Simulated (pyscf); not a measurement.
Four-centre exchange: H₃Si–SeH (SMILES [SiH3][SeH]) + HF (SMILES F) → F–SiH₂–SeH (SMILES F[SiH2][SeH]) + H₂ (SMILES [H][H])

Gas phase, singlet surface, charge 0. Bonds broken: Si2–H4, F7–H8. Bonds formed: Si2–F7, H4–H8. Optimised with ωB97X-D3(BJ)/def2-SVP in PySCF.

Transition state (Å):

```xyz
8

Se     0.5409    -1.4608     0.1900
Si    -0.8084     0.3118    -0.1668
H     -0.3297    -2.0341     1.2211
H     -1.8019     0.4774    -1.5532
H     -2.0620    -0.1119     0.5348
H     -0.4915     1.6567     0.3639
F      0.2714     0.6603    -1.7373
H     -0.9160     0.6104    -1.9469
```

One imaginary mode, 1183i cm⁻¹; descent along it reached the two sides named, in the forms told below.

```
bond    change  reactant side (Å)  saddle  product side
------  ------  -----------------  ------  ------------
Si2–H4  breaks              1.483   1.714           4.1
F7–H8   breaks              0.934   1.207         2.440
Si2–F7   forms                3.1   1.938         1.631
H4–H8    forms                2.9   0.979         0.760
```

Electronic energies relative to the separated reactants (kcal/mol):

| level | barrier | reaction energy | reverse barrier |
|---|---|---|---|
| ωB97X-D3(BJ)/def2-TZVP | 28.6 | -28.4 | 57.0 |
| PBE/def2-TZVP | 22.3 | -27.6 | 49.9 |
| r²SCAN/def2-TZVP | 23.8 | -30.2 | 54.0 |
| B3LYP-D3(BJ)/def2-TZVP | 27.9 | -29.1 | 57.0 |
| PBE0-D3(BJ)/def2-TZVP | 26.5 | -26.5 | 53.0 |
| M06-2X/def2-TZVP | 30.1 | -30.2 | 60.3 |
| ωB97M-D3(BJ)/def2-TZVP | 28.2 | -28.4 | 56.6 |
| HF/def2-TZVP | 48.1 | -27.1 | 75.2 |

With ωB97M-D3(BJ)/def2-TZVP energies and thermal terms (ideal gas, 1 atm, RRHO with modes under 100 cm⁻¹ raised to 100, one conformer, R ln 2 for chiral ones without a mode under 150 cm⁻¹), in kcal/mol:

| T (K) | ΔH‡ | ΔG‡ | ΔH | ΔG |
|---|---|---|---|---|
| 298 | 27.3 | 37.3 | -30.5 | -29.2 |
| 600 | 26.8 | 47.7 | -29.9 | -28.1 |
| 900 | 27.0 | 58.2 | -29.5 | -27.3 |
| 1200 | 27.3 | 68.6 | -29.3 | -26.6 |

On the reactant side the descent ends in a complex, 5.7 kcal/mol under the separated species and 34.3 kcal/mol under the saddle at ωB97X-D3(BJ)/def2-TZVP. This is the saddle that the search found; another between the same sides may lie lower. Elements up to Kr have no core potential and no relativistic terms here.
